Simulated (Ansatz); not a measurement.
[AlH3]− (SMILES [AlH3-]): the energy, rung by rung

[AlH3]− has 4 atoms, charge -1, and is taken as a doublet. SMILES: `[AlH3-]`. The shape comes from GFN2-xTB, which is rough for such elements, and wasn't checked as a minimum.

| atom | x (Å) | y (Å) | z (Å) |
| --- | --- | --- | --- |
| Al | -0.1611 | 0.4553 | -0.3073 |
| H | 0.4719 | 0.7541 | 1.2244 |
| H | -1.3501 | -0.6839 | 0.0505 |
| H | 1.0393 | -0.5256 | -0.9677 |

Quantity: the energy change with the Al1–H2 bond stretched from 1.684 to 2.105 Å, in eV. The values are calculated.

```csv
level,kind,program,value (eV),less CCSD(T)/6-31G*,CPU time (all runs)
UHF/6-31G* (spherical functions),Hartree–Fock,Ansatz,0.58,+0.05,0.34 s
USVWN5/6-31G* (spherical functions),LDA,Ansatz,0.52,-0.01,1.6 s
U-revPBE/6-31G* (spherical functions),GGA,Ansatz,0.48,-0.05,2.7 s
U-r2SCAN/6-31G* (spherical functions),meta-GGA,Ansatz,0.54,+0.01,6.9 s
UPBE0/6-31G* (spherical functions),global hybrid,Ansatz,0.55,+0.02,3.7 s
U-wB97X/6-31G* (spherical functions),range-separated hybrid,Ansatz,0.55,+0.02,18 s
RPA@PBE/6-31G* (spherical functions),RPA,Ansatz,0.52,-0.01,3 s
UCCSD(T)/6-31G* (spherical functions),coupled cluster or CI,Ansatz,0.53,0.00,0.57 s
UCCSDT/6-31G* (spherical functions),coupled cluster or CI,Ansatz,0.53,0.00,1.8 s
FCI/3-21G,exact in the basis,Ansatz,0.45,-0.08,3.1 s
```

Differences are taken from UCCSD(T)/6-31G* (spherical functions) for orientation; it has basis-set and higher-order errors of its own. Sets without diffuse functions describe the anion poorly. The first shape isn't each level's own minimum. The values span 0.45 to 0.58 eV. High-level rows in very small sets aren't better than simpler rows in larger ones. Times are those of the runs behind each value, whatever else they computed, on shared processors of several kinds: orders of magnitude only.
